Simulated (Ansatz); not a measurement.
Results of LDA (plane waves, PAW; Ansatz, an electronic-structure program) for wurtzite CdSe.

Total energies, extrapolated to zero smearing (they compare only within this program, potentials and cutoff):

```json
[
 {"system": "wurtzite CdSe, relaxed", "energy (eV/atom)": "-6751.1184"},
 {"system": "hcp Cd", "energy (eV/atom)": "-8117.8881"},
 {"system": "trigonal Se", "energy (eV/atom)": "-5383.2601"}
]
```

Q: Work out the formation enthalpy per atom.

A: ΔH_f ≈ ΔE = -6751.1184 − [1 × (-8117.8881) + 1 × (-5383.2601)]/2 = -0.544 eV/atom (0 K, no vibrations). The reference value is -0.75 eV/atom (measured, 298 K, no zero-point or thermal correction; as tabulated in Zhang et al. (2018), doi:10.1038/s41524-018-0065-z), a difference of +0.206 eV/atom.

The PAW data were made under PBE.
